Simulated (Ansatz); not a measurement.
Geometry optimisation, RKS PBE-D4/def2-SVP in Ansatz 0.2.0.

Input file:

```yaml
crystal:
  periodic: [false, false, false]
  atoms:
    - { symbol: B, position_ang: [-1.086963, -0.358644, -0.407924] }
    - { symbol: H, position_ang: [0.724693, 0.556471, -1.786712] }
    - { symbol: H, position_ang: [-0.871259, -1.349883, -1.071718] }
    - { symbol: H, position_ang: [-1.632377, 0.636383, -0.834246] }
    - { symbol: H, position_ang: [1.429351, 0.40144, 0.707018] }
    - { symbol: "N", position_ang: [-0.720342, -0.388367, 1.021788] }
    - { symbol: H, position_ang: [1.273448, 0.678532, -1.357476] }
    - { symbol: F, position_ang: [2.282804, 0.71808, 0.577561] }
    - { symbol: H, position_ang: [-0.399598, -1.242925, 1.480672] }
    - { symbol: H, position_ang: [-0.999857, 0.348814, 1.670937] }
basis:
  gaussian: { orbitals: def2-SVP }
hamiltonian:
  xc: pbe
  dispersion: d4
relax:
  f_tol: 0.03
  max_steps: 50
```

Command:

```bash
$ ansatz run input.yaml --threads 2 --pin off --max-ram 3072MiB --backend cpu --events-out ev --progress --plain --runs-dir out
```

Q: Where does it end, and by what steps?

A: The forces met the threshold. The force dipped under the threshold on the way, but the program's further checks kept it going. After 35 steps the energy has fallen by 0.382 eV; F8 moved furthest, 1.90 Å.

```tsv
step	energy less start (eV)	largest force component (eV/Å)	accepted
0	0.0000	2.258	yes
2	-0.2798	0.374	yes
4	-0.3076	0.301	yes
6	-0.3182	0.152	yes
8	-0.3228	0.265	yes
10	-0.3245	0.193	yes
12	-0.3265	0.079	yes
14	-0.3280	0.118	yes
16	-0.3297	0.206	yes
18	-0.3320	0.191	yes
20	-0.3399	0.238	yes
22	-0.3472	0.174	yes
24	-0.3575	0.208	yes
26	-0.3645	0.192	yes
28	-0.3689	0.292	no
30	-0.3760	0.065	yes
32	-0.3796	0.177	yes
34	-0.3817	0.036	yes
35	-0.3818	0.018	yes
```

```xyz
10
Properties=species:S:1:pos:R:3
B -1.164 -0.774 -0.053
H 1.267 2.108 -1.278
H -1.364 -1.947 0.188
H -1.429 -0.262 -1.119
H 1.011 -0.488 0.150
N -0.570 0.026 0.948
H 1.441 1.370 -1.141
F 1.696 -0.771 -0.450
H -0.427 -0.301 1.907
H -0.461 1.039 0.847
```

Whether the end is a true minimum wasn't checked by a vibrational analysis.

Time of the run: 15 s on 2 threads of AMD EPYC 9B45 (Zen 5) (shared host), peak memory 0.16 GiB.
